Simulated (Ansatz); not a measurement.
**C3H5Cl: taking an electron away**

Aim: the vertical ionisation energy of C3H5Cl, as cation minus neutral at the neutral's geometry, on several levels, and how well −ε(HOMO) stands in for it.

Method: unrestricted cation, the program's frozen cores in correlated methods; program: Ansatz 0.2.0, Gaussian basis.

Levels to be run: UKS PBE-D4/def2-TZVPP; UKS r2SCAN-D4/def2-TZVPP; UKS PBE0-D4/def2-TZVPP; UKS B3LYP-D4/def2-TZVPP; UKS wB97X-V/def2-TZVPP; UKS wB97M-V/def2-TZVPP; UKS B2PLYP/def2-TZVPP; UHF-CCSD(T)/def2-TZVPP; UHF-MP2/def2-QZVPP; extrapolation to the limit; then −ε(HOMO) from the neutral's earlier runs with LDA (SPW92), PBE-D4, revPBE-D4, BLYP-D4, r2SCAN-D4, B97M-V, PBE0-D4, B3LYP-D4, r2SCANh-D4, r2SCAN0-D4, HSE06-D4, BHLYP-D4, CAM-B3LYP-D4, LC-ωPBE, ωB97X-V, ωB97M-V.

### 1 The geometry

All runs share one geometry, relaxed beforehand with PBE0-D4 in a triple-zeta def2 set.

SMILES `C/C=C\Cl`, 9 atoms, charge 0, spin multiplicity 1.

Atoms are counted from 1 here; the program's logs count them from 0.

Bond lengths: C1–C2 1.491 Å, C1–H5 1.094 Å, C1–H6 1.094 Å, C1–H7 1.090 Å, C2–C3 1.324 Å, C2–H8 1.086 Å, C3–Cl4 1.724 Å, C3–H9 1.081 Å. Angles: C2–C1–H5 111.1°, C2–C1–H6 111.0°, C2–C1–H7 111.4°, H5–C1–H6 106.7°, H5–C1–H7 108.3°, H6–C1–H7 108.3°, C1–C2–C3 125.6°, C1–C2–H8 118.6°, C3–C2–H8 115.8°, C2–C3–Cl4 122.8°, C2–C3–H9 123.8°, Cl4–C3–H9 113.4°.

### 2 Cation, UKS PBE-D4/def2-TZVPP

Input file in.yaml:

```yaml
crystal:
  periodic: [false, false, false]
  atoms:
    - {symbol: C, position_ang: [-0.032110, 0.963734, -0.618222]}
    - {symbol: C, position_ang: [0.566177, -0.193845, 0.106879]}
    - {symbol: C, position_ang: [-0.109597, -1.142076, 0.737066]}
    - {symbol: Cl, position_ang: [-1.831574, -1.171197, 0.809167]}
    - {symbol: H, position_ang: [-0.690413, 0.625554, -1.423420]}
    - {symbol: H, position_ang: [-0.643944, 1.573628, 0.052431]}
    - {symbol: H, position_ang: [0.737846, 1.601045, -1.051915]}
    - {symbol: H, position_ang: [1.647916, -0.287199, 0.133625]}
    - {symbol: H, position_ang: [0.355700, -1.969664, 1.254400]}
basis:
  gaussian: {orbitals: def2-TZVPP}
total_charge: 1
magnetization: {spin_polarized: true, initial_magnetization: 1}
hamiltonian: {xc: pbe, dispersion: d4}
```

The run is started by

```sh
> ansatz run in.yaml --threads 4 --pin off --events-out ev --progress --plain --max-ram 10444MiB
```

After this run come: Cation, UKS r2SCAN-D4/def2-TZVPP; Cation, UKS PBE0-D4/def2-TZVPP; Cation, UKS B3LYP-D4/def2-TZVPP; Cation, UKS wB97X-V/def2-TZVPP; Cation, UKS wB97M-V/def2-TZVPP; Cation, UKS B2PLYP (frozen core)/def2-TZVPP; Cation, UHF-CCSD(T)/def2-TZVPP; Cation, UHF-MP2/def2-QZVPP.

**Question.** What will the summary of the whole plan be? Wanted: ionisation energy, CCSD(T)/CBS; nearest functional by difference; nearest −ε(HOMO); −ε(HOMO) of PBE; T1 of the cation.

The runs gave:

| quantity | value |
| --- | --- |
| ionisation energy, CCSD(T)/CBS | 9.73 eV |
| nearest functional by difference | ωB97X-V (-0.28 eV) |
| nearest −ε(HOMO) | LC-ωPBE (+0.12 eV) |
| −ε(HOMO) of PBE | 6.01 eV |
| T1 of the cation | 0.028 |

What this shows: Energy differences with functionals land within 0.48 eV of the reference. −ε(HOMO) of PBE misses by 3.7 eV, since self-interaction lifts the level. Among orbital estimates LC-ωPBE comes nearest. Hartree-Fock falls 1.32 eV short, as the neutral has more correlation energy than the cation.
